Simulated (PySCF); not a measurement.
# How far each method lies from RCCSDT for BH4, doublet

All five atoms lie in one plane.

Geometry: that of the BH4⁺, singlet, kept fixed.

```xyz
5

B     0.0000    0.0000    0.0000
H    -0.0156    0.8614    0.8498
H    -0.0213   -0.8500    0.8612
H     0.0213    0.8500   -0.8612
H     0.0156   -0.8614   -0.8498
```

Basis aug-cc-pVDZ; PySCF 2.14.0. Correlated methods freeze the noble-gas cores, which leaves 7 electrons in 58 orbitals. Prefix R: restricted or restricted open-shell reference; prefix U: unrestricted.

Full CI isn't at hand for all of this; RCCSDT serves as the reference. It lacks quadruple excitations. The frozen core follows each run's orbitals, which can shift R against U totals by a few meV.

The determinant for coupled cluster was chosen by a search with trial CCSD, here up to 0.24 eV above the lowest Hartree–Fock solution of its kind, and MP2 stands on that determinant too.

```
UHF ⟨S²⟩                            : 0.779
⟨S²⟩ of the determinant under UCCSD : 0.758
T1 diagnostic (ROHF- or RHF-based CCSD)               : 0.0140
largest doubles amplitude (ROHF- or RHF-based CCSD)   : 0.084
```

```tsv
level	E − E(RCCSDT) (mEh)	share of correlation (%)	wall time
RMP2	31.69	81.57	–
RCCSD	6.19	96.40	–
RCCSD(T)	0.87	99.49	6.4 s
```

The correlation energy at RCCSDT, counted from the determinant under the R cluster runs, is -4.678 eV. That run took 6.6 min on 1 thread of Arm Neoverse V2, shared host.

Run but not shown, since their state, orbitals or frozen core can't be matched to the reference's or they repeat it: RHF, UHF, UMP2, UCCSD, UCCSD(T), UCCSDT.

Times are those of the correlated step on a shared host, with one SCF added for the restricted CCSD run; they ran on 1 thread of Arm Neoverse V2.
